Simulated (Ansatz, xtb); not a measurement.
**A geometry optimisation of CPS with r2SCAN-D4/def2-SVP**

The starting geometry of this gas-phase doublet has its atoms placed at random.

```xyz
3

C     0.6174   -0.2444    0.9770
P     0.1655    0.9041   -0.7739
S    -1.1553    0.8423    0.8085
```

Task: Guess where an optimisation with r2SCAN-D4/def2-SVP ends from this start.

Result: It ends as a structure given below by its coordinates. Contacts that close: C1–P2 (2.14 → 1.78 Å), C1–S3 (2.09 → 1.78 Å).

The energy falls by 1.39 eV over 7 steps:

```
step  E − E(last) (eV)
   1             1.392
   2             0.199
   3             0.072
   4             0.005
   5             0.002
   6             0.000
   7             0.000
```

Final geometry (Å):

```yaml
atoms:
  - { symbol: C, position_ang: [0.4587, -0.0776, 0.8256] }
  - { symbol: P, position_ang: [0.2706, 0.8087, -0.7032] }
  - { symbol: S, position_ang: [-1.1017, 0.7709, 0.8891] }
```

From the same start GFN2-xTB reaches the same bonding as this run.

From so rough a start the end depends on the optimiser's path, so another program may land elsewhere. No frequencies were run, so the end isn't proven a minimum. Open shells are spin-unrestricted. Run with Ansatz 0.2.0, 64 s on 1 thread of Arm Neoverse V1, on a shared host.
